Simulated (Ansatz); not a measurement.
`FC1(F)OC1Cl`, 7 atoms. Charge 0, multiplicity 1. All runs use 4 threads of an Arm Neoverse V2 on a shared host. Correlated methods freeze the cores.

Give the basis size and wall time and peak host memory of each of these runs in Ansatz. RHF-CCSD(T)/def2-TZVPP energy; RKS PBE0-D4/def2-SVP energy; RKS PBE0-D4/def2-TZVP relaxation (7 steps); RKS ωB97M-V/def2-TZVPP energy and forces; RHF-MP2/def2-QZVPP energy; RKS B3LYP-D4/def2-TZVPP energy and forces; RKS r2SCANh-D4/def2-TZVPP energy; RKS ωB97M-V/def2-SVP energy; RKS LC-ωPBE/def2-TZVPP energy; RKS PBE0-D4/def2-TZVP frequencies; RHF-CCSD(T)/def2-SVP energy; RKS ωB97M-V/def2-QZVPP energy. (Best estimate.)

Computed: Other jobs shared the machine, so times are rough.

```csv
level,job,functions,wall time,peak host memory (GiB)
RKS PBE0-D4/def2-SVP,energy,93,0.7 s,0.43
RKS LC-ωPBE/def2-TZVPP,energy,211,1.5 s,0.43
RKS B3LYP-D4/def2-TZVPP,energy and forces,211,2.5 s,0.53
RKS ωB97M-V/def2-SVP,energy,93,2.9 s,0.43
RHF-CCSD(T)/def2-SVP,energy,93,2.9 s,0.43
RKS r2SCANh-D4/def2-TZVPP,energy,211,3 s,0.5
RKS ωB97M-V/def2-TZVPP,energy and forces,211,6.5 s,0.67
RHF-MP2/def2-QZVPP,energy,385,9.5 s,1.9
RKS ωB97M-V/def2-QZVPP,energy,385,10 s,1.4
RKS PBE0-D4/def2-TZVP,relaxation (7 steps),198,18 s,0.48
RKS PBE0-D4/def2-TZVP,frequencies,198,69 s,0.47
RHF-CCSD(T)/def2-TZVPP,energy,211,80 s,3.3
```

B3LYP here is the variant with VWN-RPA as its local correlation; programs differ in this. LC-ωPBE has ω = 0.4 bohr⁻¹.
